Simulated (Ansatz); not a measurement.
Compare A (`N=COCF`) with its isomer B (`NC1(F)CO1`).

Program: Ansatz. Geometries: PBE0-D4/def2-TZVP. ΔE: electronic, gas phase. CCSD(T)/CBS adds triple-zeta CCSD(T) − MP2 to the extrapolated MP2 energy (def2 sets, frozen cores). This one scheme is used for every species. Functionals use def2-TZVPP. B3LYP here is the variant with VWN-RPA as its local correlation; programs differ in this. Each species was taken in one conformer, which may not be the lowest.

**Question.** Which isomer does CCSD(T)/CBS put lower? Give the gap. (Estimate.)

**Answer.** The calculation gave: A, by 25.3 kJ/mol.

**Question.** Give E(B) − E(A) in kJ/mol with CCSD(T)/def2-TZVPP, CCSD/def2-TZVPP, B3LYP, ωB97M-V, HF/def2-TZVPP, B2PLYP, PBE-D4. (Best estimate.)

**Answer.** The calculation gave: CCSD(T)/def2-TZVPP 27.6, CCSD/def2-TZVPP 26.7, B3LYP 34.3, ωB97M-V 17.9, HF/def2-TZVPP 43.1, B2PLYP 31.7, PBE-D4 18.1. None reverses the order clearly.

Largest T1 diagnostic: 0.013.

In def2-TZVPP, CCSD(T) changes the Hartree–Fock value by −15.4 kJ/mol (the triples alone add +1.0 kJ/mol) and MP2 by −23.4 kJ/mol. From PBE to PBE0 (25 % exact exchange), in def2-TZVPP and without D4, E(B) − E(A) moves by −5.8 kJ/mol.
